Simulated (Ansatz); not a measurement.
**C₂H₆O₃: one species, many methods**

Aim: compute C₂H₆O₃ with functionals from several rungs and with coupled cluster, and see how far each lands from CCSD(T) at the basis-set limit for the atomisation energy.

Method: functionals in def2-TZVPP, the program's frozen cores in correlated methods; program: Ansatz 0.2.0, Gaussian basis.

The runs, in order: LDA (SPW92), PBE-D4, revPBE-D4, BLYP-D4, r2SCAN-D4, B97M-V, PBE0-D4, B3LYP-D4, r2SCANh-D4, r2SCAN0-D4, HSE06-D4, BHLYP-D4, CAM-B3LYP-D4, LC-ωPBE, ωB97X-V, ωB97M-V, B2PLYP, PBE-QIDH; CCSD(T)/def2-SVP; CCSD(T)/def2-TZVPP; MP2/def2-QZVPP; extrapolation to the limit; RPA on PBE.

## Step 1: The geometry

All runs share one geometry, relaxed beforehand with PBE0-D4 in a triple-zeta def2 set.

SMILES `COC(O)O`, 11 atoms, charge 0, spin multiplicity 1.

Atoms are counted from 1 here; the program's logs count them from 0.

Bond lengths: C1–O2 1.410 Å, C1–H6 1.094 Å, C1–H7 1.097 Å, C1–H8 1.089 Å, O2–C3 1.397 Å, C3–O4 1.376 Å, C3–O5 1.384 Å, C3–H9 1.101 Å, O4–H10 0.965 Å, O5–H11 0.962 Å. Angles: O2–C1–H6 111.3°, O2–C1–H7 111.2°, O2–C1–H8 107.0°, H6–C1–H7 108.9°, H6–C1–H8 109.5°, H7–C1–H8 109.0°, C1–O2–C3 113.4°, O2–C3–O4 113.5°, O2–C3–O5 106.4°, O2–C3–H9 109.7°, O4–C3–O5 109.1°, O4–C3–H9 105.7°, O5–C3–H9 112.5°, C3–O4–H10 106.8°, C3–O5–H11 107.1°.

## Step 2: LDA

This LDA is Slater exchange with PW92 correlation.

The input, in.yaml:

```yaml
crystal:
  periodic: [false, false, false]
  atoms:
    - {symbol: C, position_ang: [-1.291373, 0.246739, 0.758354]}
    - {symbol: O, position_ang: [-0.544480, 0.254712, -0.437528]}
    - {symbol: C, position_ang: [0.696915, -0.374977, -0.320870]}
    - {symbol: O, position_ang: [1.580253, 0.299218, 0.489934]}
    - {symbol: O, position_ang: [1.220070, -0.447652, -1.599836]}
    - {symbol: H, position_ang: [-0.771034, 0.786313, 1.554862]}
    - {symbol: H, position_ang: [-1.489746, -0.778572, 1.095481]}
    - {symbol: H, position_ang: [-2.238661, 0.739774, 0.544969]}
    - {symbol: H, position_ang: [0.567299, -1.367001, 0.138730]}
    - {symbol: H, position_ang: [1.859910, 1.085101, 0.004610]}
    - {symbol: H, position_ang: [0.476148, -0.500654, -2.208106]}
basis:
  gaussian: {orbitals: def2-TZVPP}
hamiltonian: {xc: lda}
output: {orbitals: {seedname: orbitals}}
```

Launch:

```sh
ansatz run in.yaml --threads 4 --pin off --events-out ev --progress --plain --max-ram 10444MiB
```

Further steps of the session: PBE-D4 (GGA); revPBE-D4 (GGA); BLYP-D4 (GGA); r2SCAN-D4 (meta-GGA); B97M-V (meta-GGA); PBE0-D4 (hybrid); B3LYP-D4 (hybrid); r2SCANh-D4 (hybrid); r2SCAN0-D4 (hybrid); HSE06-D4 (hybrid); BHLYP-D4 (hybrid); CAM-B3LYP-D4 (range-separated); LC-ωPBE (range-separated); ωB97X-V (range-separated); ωB97M-V (range-separated); B2PLYP (double hybrid); PBE-QIDH (double hybrid); CCSD(T) in def2-SVP; CCSD(T) in def2-TZVPP; MP2 in def2-QZVPP; RPA on PBE orbitals.

Before running them: what should the planned runs give, taken together? Wanted: atomisation energy, CCSD(T)/CBS; farthest beyond LDA; mean size of error, GGA; mean size of error, meta-GGA; mean size of error, hybrid; mean size of error, range-separated; mean size of error, double hybrid; gap, smallest and largest; T1 diagnostic.

As calculated:

```
                               quantity                                                                           value
        atomisation energy, CCSD(T)/CBS                                                                 1018.2 kcal/mol
functionals within 5.1 kcal/mol (0.5 %)  BLYP-D4, r2SCAN-D4, PBE0-D4, HSE06-D4, CAM-B3LYP-D4, LC-ωPBE, ωB97X-V, ωB97M-V
                    farthest beyond LDA                                                       BHLYP-D4 (-48.0 kcal/mol)
                mean size of error, GGA                                                                   11.1 kcal/mol
           mean size of error, meta-GGA                                                                    2.8 kcal/mol
             mean size of error, hybrid                                                                   15.0 kcal/mol
    mean size of error, range-separated                                                                    2.2 kcal/mol
      mean size of error, double hybrid                                                                   13.1 kcal/mol
              gap, smallest and largest                                           6.84 eV (BLYP-D4), 14.46 eV (LC-ωPBE)
                          T1 diagnostic                                                                          0.0112
triples share of the correlation energy                                                                           3.6 %
```

What this shows: LDA overbinds by 177.8 kcal/mol (17 %). PBE-D4 is off by +26.5 kcal/mol. Double hybrids carry the basis error of their MP2 part in triple zeta, and no dispersion term here, so their miss is partly the set-up's. The rungs range-separated, meta-GGA miss on average by less than the doubt on the reference (5.1 kcal/mol), so they tie. The reference freezes the cores and leaves out relativity and excitations past (T), so misses under about 5.1 kcal/mol can't be ranked. Hartree-Fock recovers 69 % of the binding; the rest is correlation. CCSD(T) in def2-SVP is off by -56.4 kcal/mol, more than most functionals: a good method in a small basis is no reference. Orbital gaps span 6.8 to 14.5 eV; exact exchange widens them.
